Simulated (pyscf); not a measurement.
Thermochemistry of product channels of HO–Al(Cl)–Cl on the singlet surface, in kcal/mol, from CCSD(T)/def2-TZVPP + ΔMP2(QZVPP) energies (ideal gas, 1 atm, RRHO with modes under 100 cm⁻¹ raised to 100, one conformer, R ln 2 for rigid chiral ones). Single points on ωB97X-D3(BJ)/def2-SVP structures (PySCF, gas phase). Correlated levels are frozen-core, on RHF or UHF. ΔMP2 is the change of the MP2 total energy from the triple- to the quadruple-zeta basis.

```csv
products,ΔE,ΔH(298 K),ΔG(600 K),ΔG(1200 K)
O=Al–Cl + hydrogen chloride (HCl),+97.5,+95.0,+78.0,[?]
HO–Al [singlet] + chlorine (Cl–Cl),[?],+131.3,+113.2,+95.8
```

Q: What belongs in the gaps?

A: 
- O=Al–Cl + hydrogen chloride (HCl), ΔG(1200 K): +61.6
- HO–Al [singlet] + chlorine (Cl–Cl), ΔE: +132.5

These are energies of the channels, which say nothing of barriers. The CCSD(T) − MP2 part came from Ansatz, without density fitting, on the same reference.
